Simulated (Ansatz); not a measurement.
Geometry optimisation, Ansatz 0.2.0, UKS B3LYP-D4/cc-pVDZ.

Input file:

```yaml
crystal:
  periodic: [false, false, false]
  atoms:
    - { symbol: C, position_ang: [-0.317825, -1.15328, 0.070679] }
    - { symbol: C, position_ang: [0.705913, -0.387956, -0.351685] }
    - { symbol: C, position_ang: [0.555964, 0.597017, -1.379157] }
    - { symbol: "N", position_ang: [0.443692, 1.395724, -2.218686] }
    - { symbol: S, position_ang: [-0.551034, 1.131922, 2.165851] }
    - { symbol: H, position_ang: [-0.165939, -1.897301, 0.854603] }
    - { symbol: H, position_ang: [-1.321137, -1.065169, -0.357855] }
    - { symbol: H, position_ang: [1.707647, -0.478203, 0.086305] }
    - { symbol: H, position_ang: [-1.057181, 1.857147, 1.129945] }
magnetization:
  spin_polarized: true
  initial_magnetization: 1
basis:
  gaussian: { orbitals: cc-pVDZ }
hamiltonian:
  xc: b3lyp
  dispersion: d4
relax:
  f_tol: 0.03
  max_steps: 50
```

Command:

```bash
$ ansatz run input.yaml --threads 2 --pin off --max-ram 3072MiB --backend cpu --events-out ev --progress --plain --runs-dir out
```

**Question.** Where does it end, and by what steps?

**Answer.** The forces met the threshold. The force dipped under the threshold on the way, but the program's further checks kept it going. After 17 steps the energy has fallen by 0.636 eV; S5 moved furthest, 0.79 Å. Joined: C1–S5.

```
step  energy less start (eV)  largest force component (eV/Å)  accepted
   0                  0.0000                           0.125       yes
   1                 -0.0079                           0.338       yes
   2                 -0.0166                           0.153       yes
   3                 -0.0223                           0.111       yes
   4                 -0.0292                           0.152       yes
   5                 -0.0434                           0.251       yes
   6                 -0.0815                           0.630       yes
   7                 -0.1705                           1.041       yes
   8                 -0.5385                           0.824       yes
   9                 -0.0643                           4.145        no
  10                 -0.6156                           0.461       yes
  11                 -0.6285                           0.289       yes
  12                 -0.6317                           0.129       yes
  13                 -0.6346                           0.053       yes
  14                 -0.6347                           0.056       yes
  15                 -0.6354                           0.017       yes
  16                 -0.6357                           0.030       yes
  17                 -0.6357                           0.021       yes
```

```xyz
9
Properties=species:S:1:pos:R:3
C -0.417 -0.689 0.425
C 0.764 -0.215 -0.340
C 0.629 0.551 -1.495
N 0.490 1.190 -2.472
S -0.705 0.398 1.918
H -0.241 -1.683 0.861
H -1.329 -0.721 -0.183
H 1.766 -0.367 0.068
H -0.957 1.536 1.219
```

Whether the end is a true minimum wasn't checked by a vibrational analysis.

Run time: 61 s on 2 threads of Intel(R) Xeon(R) CPU @ 2.60GHz (Ice Lake) (shared host), peak memory 0.29 GiB.
